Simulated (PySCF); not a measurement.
# Ionisation energy of P by level of theory

P [Ne] 3s2 3p3 (4S) → P⁺ [Ne] 3s2 3p2 (3P), as a difference of total energies. Calculation: PySCF 2.14, in aug-cc-pwCVDZ; no relativity, point nucleus. Correlated levels: nothing frozen. The calculations carry no spin-orbit coupling.

```csv
method,ionisation energy (eV)
UHF,9.936
MP2 (all electrons),10.396
SCS-MP2 (all electrons),10.235
CCSD (all electrons),10.318
CCSD(T) (all electrons),10.332
```

A first-order spin-orbit estimate (lowest level to lowest level, LS coupling) adds -0.034 eV.

Errors of the correlated levels include the incompleteness of this basis.

Problem. Which method comes closest to the reference value, and which is furthest?

Solution. The reference is 10.487 eV (measured; NIST Atomic Spectra Database, ionization energies). Closest: MP2 (all electrons) (error -0.125 eV); furthest: UHF (error -0.584 eV), both after the spin-orbit estimate.
